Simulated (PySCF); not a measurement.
**Cl: ionisation energy**

Cl [Ne] 3s2 3p5 (2P) → Cl⁺ [Ne] 3s2 3p4 (3P), as a difference of total energies. Computed with PySCF 2.14 in cc-pV(T+d)Z (5s4p3d1f, 39 functions), with no relativity, point nucleus. Correlated levels: valence: [Ne] frozen. The calculations carry no spin-orbit coupling.

```
           method  ionisation energy (eV)  error (eV)
              UHF                  11.773      -1.201
            M06-L                  12.879      -0.095
             PBE0                  12.955      -0.019
    MP2 (valence)                  12.714      -0.260
SCS-MP2 (valence)                  12.712      -0.262
   CCSD (valence)                  12.674      -0.300
CCSD(T) (valence)                  12.712      -0.262
```

Reference: 12.974 eV (measured; NIST levels, between the centres of gravity of the two terms).

Errors of the correlated levels include the incompleteness of this basis and the frozen core.
